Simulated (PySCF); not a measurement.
Compound: H2O.
Cartesian coordinates in Å at the PBE0-D3(BJ)/def2-SVP level; atoms count from 1:
```
atom  x, y, z in Å
O1    -0.0412    0.3965    0.0000
H2    -0.7297   -0.2762    0.0000
H3     0.7709   -0.1204    0.0000
```

Computed with core-valence-separated Tamm–Dancoff BHandHLYP/aug-pcX-1 (pcseg-1 on H) in PySCF, non-relativistic, gas phase, PBE0-D3(BJ)/def2-SVP geometry. The energies are unshifted.

Task: Give energies, oscillator strengths and core holes at the O K edge.

Result: 
| E (eV) | f | core hole on | main final orbital | polarisation |
| --- | --- | --- | --- | --- |
| 531.91 | 0.0212 | O1 | LUMO (96 %) | in plane |
| 533.29 | 0.0420 | O1 | LUMO+1 (62 %) | in plane |
| 535.19 | 0.0134 | O1 | LUMO+3 (99 %) | out of plane |
| 535.44 | 0.0053 | O1 | LUMO+2 (95 %) | in plane |
| 536.76 | 0.0037 | O1 | LUMO+4 (60 %) | in plane |
| 539.97 | 0.0070 | O1 | LUMO+5 (94 %) | in plane |
| 542.83 | 0.0019 | O1 | LUMO+6 (99 %) | in plane |

The first line with a tenth or more of the strongest one's intensity is at 531.91 eV (f = 0.021), with the hole on O1 (water oxygen), polarised in plane. The strongest listed is at 533.29 eV (f = 0.042; O1).

Roots within 0.03 eV whose holes lie on the same, on equivalent or on shared atoms are summed into one line, and the highest roots are left out, as the search may have cut off their partners. Final orbitals are the ground state's empty Kohn–Sham orbitals.

Task: What length of transition dipole belongs to the line at 533.29 eV?

Result: From f = (2/3) ΔE |μ|² in atomic units, with ΔE = 19.598 Eh and f = 0.0420: |μ| = 0.057 au = 0.14 D.

Only the lowest roots of each edge were sought.

On an x86-64 server with one thread, on a shared host, this took 0.3 s of wall time.
